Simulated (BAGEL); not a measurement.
# BH3S (SMILES BS) at HF/3-21G (density fitting with svp-jkfit)

Aim: the energy difference between two shapes of BH3S at HF/3-21G (density fitting with svp-jkfit), from 2 runs. 

The calculation is run with BAGEL 1.2.2.

7 further runs of the same task are left out: 1 that didn't finish, 6 set aside as unsound or not needed.

## 1. Starting point

BH3S has 5 atoms, charge 0, and is taken as a singlet. SMILES: `BS`. Geometry: relaxed at PBE0-D4/def2-TZVP.

Bond lengths: B1–S2 1.765 Å, B1–H3 1.192 Å, B1–H4 1.190 Å, S2–H5 1.344 Å. Angles: B1–S2–H5 99.2°, S2–B1–H3 115.8°, S2–B1–H4 121.4°, H3–B1–H4 122.7°.

## 2. Energy and forces at HF/3-21G (density fitting with svp-jkfit)

input.json

```json
{ "bagel" : [

{
  "title" : "molecule",
  "basis" : "3-21g",
  "df_basis" : "svp-jkfit",
  "angstrom" : false,
  "geometry" : [
    { "atom" : "B", "xyz" : [    -0.74096161,    -0.79557470,     0.16648487 ] },
    { "atom" : "S", "xyz" : [     0.30556871,     2.33740224,    -0.29158474 ] },
    { "atom" : "H", "xyz" : [    -2.95345296,    -1.05144362,     0.49926564 ] },
    { "atom" : "H", "xyz" : [     0.69371846,    -2.52769766,     0.14021768 ] },
    { "atom" : "H", "xyz" : [     2.78942473,     1.89804092,    -0.59261811 ] }
  ]
},

{
  "title" : "force",
  "method" : [
    { "title" : "hf" }
  ]
}

]}
```

Launch:

```console
$ BAGEL_NUM_THREADS=1 BAGEL input.json > input.out
```

Output:

```text
* using 1 threads per process

  ===============================================================
  ===============================================================

  *** Geometry ***

  { "atom" : "B", "xyz" : [     -0.740962,     -0.795575,      0.166485 ] },
  { "atom" : "S", "xyz" : [      0.305569,      2.337402,     -0.291585 ] },
  { "atom" : "H", "xyz" : [     -2.953453,     -1.051444,      0.499266 ] },
  { "atom" : "H", "xyz" : [      0.693718,     -2.527698,      0.140218 ] },
  { "atom" : "H", "xyz" : [      2.789425,      1.898041,     -0.592618 ] },

  Number of auxiliary basis functions:      257

  Since a DF basis is specified, we compute 2- and 3-index integrals:
    o Being stored without compression. Storage requirement is 0.002 GB

  Number of basis functions:       28
  Number of electrons      :       24

    * METHOD: MOLECULE                             0.05

  The gradients will be computed analytically.

  *** RHF ***

  === Nuclear Repulsion ===
    43.0705490270

      * DIIS with orbital gradients will be used.

  === RHF iteration (3-21g) ===
      0       -421.81346283          0.01532142           0.00
      1       -421.83974003          0.00380623           0.00
      2       -421.84154101          0.00126085           0.00
      3       -421.84177197          0.00021136           0.01
      4       -421.84178251          0.00005896           0.01
      5       -421.84178362          0.00001472           0.01
      6       -421.84178368          0.00000316           0.00
      7       -421.84178368          0.00000075           0.01
      8       -421.84178368          0.00000018           0.00
      9       -421.84178368          0.00000006           0.00
     10       -421.84178368          0.00000002           0.01
     11       -421.84178368          0.00000000           0.00
    * SCF iteration converged.

    * Permanent dipole moment:
           (   -0.385514,     0.416732,     0.011936) a.u.

  * Nuclear energy gradient

    o Atom   0
        x          0.0156992659
        y          0.0234871640
        z         -0.0045269539
    o Atom   1
        x         -0.0088091378
        y         -0.0161062294
        z          0.0028315629
    o Atom   2
        x         -0.0058393978
        y          0.0014973463
        z          0.0006622562
    o Atom   3
        x          0.0033387668
        y         -0.0037222788
        z         -0.0000910885
    o Atom   4
        x         -0.0043894972
        y         -0.0051560021
        z          0.0011242232
  * Gradient computed with                              0.13

    * METHOD: FORCE                                0.24

  ===============================================================
```

Wall time 0.42 s (1 thread of Arm Neoverse V1, shared host); peak memory 0.082 GiB.

## 3. The distorted shape at the same level

hf.json

```json
{ "bagel" : [

{
  "title" : "molecule",
  "basis" : "3-21g",
  "df_basis" : "svp-jkfit",
  "angstrom" : "false",
  "geometry" : [
    { "atom" : "B", "xyz" : [    -0.83855463,    -0.83643625,     0.24080591 ] },
    { "atom" : "S", "xyz" : [     0.35577496,     2.29363997,    -0.28143124 ] },
    { "atom" : "H", "xyz" : [    -3.00833439,    -1.09390576,     0.50384634 ] },
    { "atom" : "H", "xyz" : [     0.66645916,    -2.62229168,     0.13852637 ] },
    { "atom" : "H", "xyz" : [     2.82562622,     1.82560772,    -0.63728368 ] }
  ]
},

{
  "title" : "force",
  "method" : [
    { "title" : "hf" }
  ]
}

]}
```

Launch:

```console
$ BAGEL_NUM_THREADS=1 BAGEL hf.json > hf.out
```

Output:

```text
* using 1 threads per process

  ===============================================================
  ===============================================================

  *** Geometry ***

  { "atom" : "B", "xyz" : [     -0.838555,     -0.836436,      0.240806 ] },
  { "atom" : "S", "xyz" : [      0.355775,      2.293640,     -0.281431 ] },
  { "atom" : "H", "xyz" : [     -3.008334,     -1.093906,      0.503846 ] },
  { "atom" : "H", "xyz" : [      0.666459,     -2.622292,      0.138526 ] },
  { "atom" : "H", "xyz" : [      2.825626,      1.825608,     -0.637284 ] },

  Number of auxiliary basis functions:      257

  Since a DF basis is specified, we compute 2- and 3-index integrals:
    o Being stored without compression. Storage requirement is 0.002 GB

  Number of basis functions:       28
  Number of electrons      :       24

    * METHOD: MOLECULE                             0.05

  The gradients will be computed analytically.

  *** RHF ***

  === Nuclear Repulsion ===
    42.5353137523

      * DIIS with orbital gradients will be used.

  === RHF iteration (3-21g) ===
      0       -421.81253453          0.01540636           0.00
      1       -421.83916702          0.00395464           0.00
      2       -421.84105846          0.00133561           0.00
      3       -421.84131392          0.00021043           0.00
      4       -421.84132439          0.00005842           0.00
      5       -421.84132549          0.00001467           0.00
      6       -421.84132556          0.00000281           0.01
      7       -421.84132556          0.00000070           0.01
      8       -421.84132556          0.00000017           0.01
      9       -421.84132556          0.00000006           0.01
     10       -421.84132556          0.00000002           0.01
     11       -421.84132556          0.00000000           0.00
    * SCF iteration converged.

    * Permanent dipole moment:
           (   -0.329622,     0.452070,    -0.014514) a.u.

  * Nuclear energy gradient

    o Atom   0
        x         -0.0223664638
        y          0.0268694953
        z          0.0072351952
    o Atom   1
        x          0.0003482069
        y         -0.0086010806
        z         -0.0000523648
    o Atom   2
        x          0.0071409294
        y          0.0003262142
        z         -0.0036410068
    o Atom   3
        x          0.0180244618
        y         -0.0175062239
        z         -0.0035924429
    o Atom   4
        x         -0.0031471343
        y         -0.0010884049
        z          0.0000506192
  * Gradient computed with                              0.13

    * METHOD: FORCE                                0.24

  ===============================================================
```

It took 0.42 s on 1 thread of Arm Neoverse V1, shared host; peak memory 0.082 GiB.

## 4. Outcome

Level: HF/3-21G (density fitting with svp-jkfit).

```
                                 quantity          value
                first shape: total energy  -421.84178 Eh
               first shape: dipole moment         1.44 D
    first shape: largest force on an atom     1.471 eV/Å
            distorted shape: total energy  -421.84133 Eh
           distorted shape: dipole moment         1.42 D
distorted shape: largest force on an atom     1.836 eV/Å
   energy change with the atoms displaced       0.012 eV
```

What this shows: With the atoms displaced the energy rises by 0.01 eV (1.2 kJ/mol). The first shape isn't relaxed at this level, so the change isn't measured from a minimum. The largest force (first shape) is 1.47 eV/Å: the shape isn't a stationary point for this species at this level.
